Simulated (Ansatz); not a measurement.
A calculation with Ansatz (development build ahead of 0.2.0).

```yaml
crystal:
  periodic: [false, false, false]
  atoms:
    - { symbol: O, position_ang: [0.0, 0.0, 0.0] }
    - { symbol: O, position_ang: [0.0, 2.18, 1.34] }
    - { symbol: O, position_ang: [0.0, -2.18, 1.34] }
basis:
  gaussian: { orbitals: pcseg-2 }
magnetization:
  spin_polarized: true
hamiltonian:
  xc: hf
```

The input is written out in the form of the current development build from the run's settings.

Results

- Converged: yes
- Total energy: -224.39564 hartree
- Spin squared of the determinant: 3.002
- Stability test: minimum

Caution: the unrestricted determinant is a mixture of spin states.
